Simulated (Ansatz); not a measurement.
A made-up structure of C2H3Si, doublet:

C1  (0.176, -1.262, -0.115)
Si2  (0.275, -2.203, 1.278)
C3  (-0.076, 0.596, -0.272)
H4  (-0.987, 0.804, -0.834)
H5  (0.774, 1.047, -0.787)
H6  (-0.161, 1.018, 0.730)
(Å)

It is relaxed with PBE-D4/def2-SVP and then PBE0-D4/def2-TZVP (Ansatz 0.2.0). Atoms count as bonded within 1.22 times the sum of their covalent radii (H–H: 0.88 Å). The end point is not checked to be a true minimum.

Does its bonding change? (A judgement: the text doesn't fix the answer.)

Computed: Yes. Formed: C1–C3; broken: none.

Where it ends: The first stage lowers the energy by 1.69 eV in 8 steps. It ends as C₂H₃Si ([CH3][C][Si]):
C1  (0.107, -0.826, 0.299)
Si2  (0.305, -2.370, 0.944)
C3  (-0.065, 0.513, -0.226)
H4  (-0.965, 0.617, -0.842)
H5  (0.803, 0.863, -0.795)
H6  (-0.184, 1.204, 0.621)
(Å)

Labels in which every atom is bracketed show which atoms are joined, not bond orders.

For scale, one of the runs: PBE0-D4/def2-TZVP relaxation, 117 basis functions, launched by `ansatz run in.yaml --threads 2 --pin off --events-out ev --progress --plain --max-ram 4352MiB`. The run took about 34 s on 2 CPU threads of an Arm Neoverse V2 (shared host).
